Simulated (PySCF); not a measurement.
Relaxation of singlet Na2O

Method: PBE0/[O def2-TZVP, Na def2-TZVP], no relativity, density fitting, PySCF. A (50,194) grid was used.

A hand-made linear start, of D∞h symmetry, held to at least that symmetry:

Coordinates in bohr (charge 0 multiplicity 1):
```
O     0.0000    0.0000    0.0000
Na    0.0000    0.0000    4.1196
Na    0.0000    0.0000   -4.1196
```

Optimiser trace:
| step | E − E(last) (kJ/mol) | largest gradient (Eh/bohr) |
| --- | --- | --- |
| 0 | 34.38 | 0.02847 |
| 1 | 19.76 | 0.02348 |
| 2 | 2.05 | 0.01014 |
| 3 | 0.23 | 0.00309 |
| 4 | 0.00 | 0.00033 |
| 5 | 0.00 | 0.00001 |

It ends at D∞h with O–Na 1.972 Å (×2); Na–O–Na 180.0° (after a last refinement on a finer grid). A frequency run shows a minimum. Other isomers or separated fragments may lie lower.
